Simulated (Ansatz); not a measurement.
in.yaml

```yaml
crystal:
  periodic: [false, false, false]
  atoms:
    - {symbol: O, position_ang: [0.000000, -0.085450, 0.026264]}
    - {symbol: H, position_ang: [0.000000, 0.858098, -1.204718]}
    - {symbol: H, position_ang: [0.000000, 0.498278, 0.787814]}
basis:
  gaussian: {orbitals: cc-pVDZ}
magnetization: {spin_polarized: true, initial_magnetization: 0}
correlation: {method: ccsdt_q_b, electrons: all}
scf: {lower_state_search: full}
output: {forces: true}
```

```sh
$ ansatz run in.yaml --threads 1 --pin off --events-out ev --progress --plain --max-ram 2393MiB
```

Log:

```
380 factors; integrals over basis functions are off by at most 2.3e-7 eV
mean field evaluation 1: about -2062.0616 eV, gradient 2.5e1 eV
mean field evaluation 2: about -2062.0619 eV, gradient 2.5e1 eV
mean field evaluation 4: about -2065.0633 eV, gradient 2.2e0 eV
mean field evaluation 8: about -2065.1112 eV, gradient 1.5e-4 eV
mean field evaluation 16: about -2065.6597 eV, gradient 5.4e-2 eV
mean field evaluation 32: about -2065.6597 eV, gradient 1.7e-6 eV
mean field evaluation 64: about -2065.6597 eV, gradient 1.7e-6 eV
mean field evaluation 96: about -2064.1565 eV, gradient 2.0e-2 eV
mean field evaluation 128: about -2059.0658 eV, gradient 6.2e0 eV
mean field evaluation 160: about -2065.6597 eV, gradient 2.5e-2 eV
...
cycle  11  -6.15263333 eV  change   -1.4e-4 eV  update   1.5e-4
cycle  12  -6.15276327 eV  change   -1.3e-4 eV  update   7.2e-5
cycle  13  -6.15276538 eV  change   -2.1e-6 eV  update   3.2e-5
cycle  14  -6.15280366 eV  change   -3.8e-5 eV  update   1.4e-5
cycle  15  -6.15281127 eV  change   -7.6e-6 eV  update   5.2e-6
cycle  16  -6.15281656 eV  change   -5.3e-6 eV  update   2.0e-6
cycle  17  -6.15281508 eV  change    1.5e-6 eV  update   8.6e-7
cycle  18  -6.15281437 eV  change    7.0e-7 eV  update   3.5e-7
cycle  19  -6.15281345 eV  change    9.2e-7 eV  update   1.6e-7
cycle  20  -6.15281328 eV  change    1.7e-7 eV  update   7.1e-8
perturbative correction -0.02863990 eV, -0.0010524968 hartree
the calculation of the forces begins
Total energy: -2071.84113132 eV, -76.1387572317 hartree
Atom 0 at     0.000000    -0.085450     0.026264 Å, force    -0.000000     1.398284    -4.319547 eV/Å
Atom 1 at     0.000000     0.858098    -1.204718 Å, force     0.000000    -2.537328     4.083715 eV/Å
Atom 2 at     0.000000     0.498278     0.787814 Å, force     0.000000     1.139043     0.235833 eV/Å
Dipole moment:     0.000000     0.359634     0.051941 e Å
```

Forces (eV/Å):
```
O    0.000  1.398 -4.320
H    0.000 -2.537  4.084
H    0.000  1.139  0.236
```

Ran on 1 thread of Arm Neoverse V2, shared host: 31 s wall, 0.42 GiB peak host memory.
